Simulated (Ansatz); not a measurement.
# HPAl, quartet along the scale of all distances

Starting geometry (PBE0/def2-TZVP stationary point for this spin, not checked as a minimum):

```xyz
3

Al    0.0000    0.0348    1.3006
P     0.0000   -0.0736   -1.0887
H     0.0000    1.3304   -1.3605
```

From there all distances are scaled together; atoms are numbered as listed. Energies are in eV, counted from the starting geometry at the same level. Kohn–Sham curves are unrestricted where that lies lower.

Basis 6-31G; Ansatz 0.2.0. Only valence electrons are correlated (noble-gas cores frozen).

Unrestricted Kohn–Sham rows aren't spin-pure: their determinants' ⟨S²⟩ exceeds S(S+1) by up to 0.86, so they mix in states of higher spin.

Full CI is exact within this basis and frozen core; it isn't the basis-set limit.

```csv
scale of all distances,RPA-PBE
0.893,1.197
1.000,0.000
1.120,-0.111
1.285,0.367
1.482,1.003
1.783,1.664
2.002,1.895
2.375,2.044
```

Problem. Estimate the full CI curve in 6-31G from this one, knowing how RPA-PBE differs from it in such a basis.

Solution. The computed full CI values, in eV from the starting point, and the difference of RPA-PBE against them:
```
scale of all distances  full CI  RPA-PBE less full CI
                 0.893    1.133                 0.064
                 1.000    0.000                 0.000
                 1.120   -0.050                -0.061
                 1.285    0.457                -0.090
                 1.482    1.102                -0.099
                 1.783    1.773                -0.109
                 2.002    2.002                -0.107
                 2.375    2.133                -0.089
```

The difference spans 0.173 eV and is largest, -0.109 eV, at 1.783.

In so small a basis both RPA and the reference are far from their limits and near them at different rates, so the difference would change in a larger set.
